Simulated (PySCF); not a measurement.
Molecular orbitals of SiO

PBE0 at R = 1.511 Å; basis Si def2-TZVP, O def2-TZVP; no relativity; PySCF 2.14. State: ¹Σ⁺ (singlet), closed shell. Only the outer orbitals are listed, counted within each symmetry.

```csv
orbital,occ.,ε (eV),on Si (%),main shells (%)
5σ,2,-26.33,18,"79 O s, 9 Si s"
6σ,2,-12.30,52,"50 Si s, 38 O p, 9 O s"
2π,2,-9.44,24,"76 O p, 19 Si p"
2π,2,-9.44,24,"76 O p, 19 Si p"
7σ,2,-8.78,61,"37 O p, 35 Si s, 26 Si p"
3π,0,-1.95,88,"81 Si p, 12 O p"
3π,0,-1.95,88,"81 Si p, 12 O p"
```

Problem. Which are the highest filled and the lowest empty level, where do they sit, and how wide is the gap?

Solution. Highest filled 7σ at -8.78 eV (in %: 37 O p, 35 Si s, 26 Si p); lowest empty 3π at -1.95 eV (in %: 81 Si p, 12 O p); the gap at PBE0 is 6.83 eV.

* bond order (Mayer): 2.27
* ⟨S²⟩: 0.000
* charge on Si (Mulliken, basis-dependent): 0.41
* charge on Si (Löwdin, basis-dependent): 0.22
* dipole moment (positive dipole means Si(−)O(+)): -3.06 D
* polarisability along the bond: 31.0 bohr³
* polarisability across the bond: 24.8 bohr³
